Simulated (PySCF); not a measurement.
HS, SMILES [SH], multiplicity 2.

Geometry optimised at B3LYP-D3(BJ)/def2-TZVPD.

Two levels are set side by side: PBE/def2-TZVPD (PySCF) and ωB97X/def2-TZVPD (PySCF). Same geometry, gas phase. Differences are taken from unrounded values.

```json
[
 {"quantity": "α-spin orbital gap (eV)", "PBE": "5.83"},
 {"quantity": "β-spin orbital gap (eV)", "PBE": "0.42"},
 {"quantity": "dipole moment (D)", "PBE": "0.75"}
]
```

Task: These are the PBE values. What does ωB97X give? (The exact figures need the calculation; the answer reports its results.)

Result: 
```csv
quantity,ωB97X,PBE minus ωB97X
α-spin orbital gap (eV),12.23,-6.40
β-spin orbital gap (eV),7.48,-7.05
dipole moment (D),0.82,-0.07
```

Rough cost on one machine, each run with all the roots and properties that it gave: ωB97X against PBE within a factor of 2.
